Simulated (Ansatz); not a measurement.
The input, for Ansatz 0.2.0:

```yaml
crystal:
  periodic: [false, false, false]
  atoms:
    - {symbol: B, position_ang: [0.000000, -1.254718, -0.806340]}
    - {symbol: Ge, position_ang: [0.000000, 0.025434, 0.785401]}
    - {symbol: P, position_ang: [0.000000, 0.297731, -1.590407]}
    - {symbol: H, position_ang: [0.000000, 2.475775, 0.919350]}
basis:
  gaussian: {orbitals: cc-pVDZ}
magnetization: {spin_polarized: true, initial_magnetization: 1}
correlation: {method: ccsdt_q, electrons: outside_noble_gas}
```

```sh
$ ansatz run in.yaml --threads 1 --pin off --events-out ev --progress --plain --max-ram 2393MiB
```

(1) Roughly how long does this take on 1 thread of AMD EPYC 7R43, shared host, and how much host memory?

```
1260 factors; integrals over basis functions are off by at most 1.8e-7 eV
mean field evaluation 1: about -66425.4329 eV, gradient 9.3e0 eV
mean field evaluation 2: about -66425.4842 eV, gradient 9.3e0 eV
mean field evaluation 4: about -66426.8507 eV, gradient 3.1e0 eV
mean field evaluation 8: about -66427.8762 eV, gradient 5.9e-1 eV
mean field evaluation 16: about -66427.9116 eV, gradient 5.2e-4 eV
mean field evaluation 32: about -66427.9112 eV, gradient 1.4e-1 eV
mean field evaluation 64: about -66427.8901 eV, gradient 4.5e-1 eV
mean field evaluation 96: about -66427.9116 eV, gradient 8.0e-6 eV
mean field evaluation 128: about -66427.7234 eV, gradient 1.1e0 eV
mean field evaluation 160: about -66425.0123 eV, gradient 6.8e0 eV
...
cycle  24  -8.36972017 eV  change    2.7e-5 eV  update   2.0e-5
cycle  25  -8.36971234 eV  change    7.8e-6 eV  update   1.5e-5
cycle  26  -8.36972404 eV  change   -1.2e-5 eV  update   1.2e-5
cycle  27  -8.36973627 eV  change   -1.2e-5 eV  update   8.5e-6
cycle  28  -8.36974843 eV  change   -1.2e-5 eV  update   6.5e-6
cycle  29  -8.36976271 eV  change   -1.4e-5 eV  update   4.5e-6
cycle  30  -8.36976995 eV  change   -7.2e-6 eV  update   3.1e-6
cycle  31  -8.36977534 eV  change   -5.4e-6 eV  update   1.8e-6
cycle  32  -8.36977877 eV  change   -3.4e-6 eV  update   9.4e-7
cycle  33  -8.36977871 eV  change    6.0e-8 eV  update   5.6e-7
perturbative correction -0.07170317 eV, -0.0026350427 hartree
Total energy: -66436.35303939 eV, -2441.4909420200 hartree
```

## Answers

(1) 3 min wall and 0.68 GiB.
